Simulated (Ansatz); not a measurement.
System: BCl$_{2}$, charge 0, doublet. BCl2 (SMILES Cl[B]Cl, doublet).
B3LYP-D3(BJ)/def2-TZVP minimum from Ansatz (a program for electronic structure):
```xyz
3

B     -0.0053     0.6863    -0.0382
Cl     1.5376    -0.0889     0.0100
Cl    -1.5361    -0.1130     0.0012
```
Charge 0, spin multiplicity 2.

Total energies in hartree (Ansatz). UHF or UKS for unpaired electrons; spin-orbit terms are left out. Correlated methods leave the cores frozen. No relativity. For partners of very few electrons the exact lower level stands in for a higher one.

| species | HF/cc-pV(T+d)Z | CCSD(T)/cc-pV(T+d)Z | HF/cc-pV(Q+d)Z | CCSD(T)/cc-pV(Q+d)Z | CCSDT(Q)/cc-pV(T+d)Z |
|---|---|---|---|---|---|
| 1: BCl2 (SMILES Cl[B]Cl, doublet) | -943.75184 | -944.25620 | -943.76043 | -944.30832 | -944.25859 |
| 2: B (doublet) | -24.53207 | -24.59810 | -24.53297 | -24.60084 | -24.59852 |
| 3: Cl (doublet) | -459.48556 | -459.67356 | -459.48916 | -459.69449 | -459.67440 |

Problem. Work out the atomisation energy (electronic, to ground-state atoms) in kJ/mol: take Hartree-Fock from cc-pV(Q+d)Z, extrapolate the CCSD(T) correlation energy as X^-3 (X = 3, 4), and add CCSDT(Q) - CCSD(T) in cc-pV(T+d)Z. 1 hartree = 2625.5 kJ/mol.

Solution. 
Species 1: correlation (64·(-0.54789) - 27·(-0.50436))/37 = -0.57966; step -0.00239; E1 = -943.76043 + (-0.57966) + (-0.00239) = -944.34248
Species 2: correlation (64·(-0.06787) - 27·(-0.06603))/37 = -0.06921; step -0.00042; E2 = -24.53297 + (-0.06921) + (-0.00042) = -24.60260
Species 3: correlation (64·(-0.20533) - 27·(-0.18800))/37 = -0.21798; step -0.00084; E3 = -459.48916 + (-0.21798) + (-0.00084) = -459.70798
-1·E1 +1·E2 +2·E3 = 0.32392 hartree = 850.5 kJ/mol.
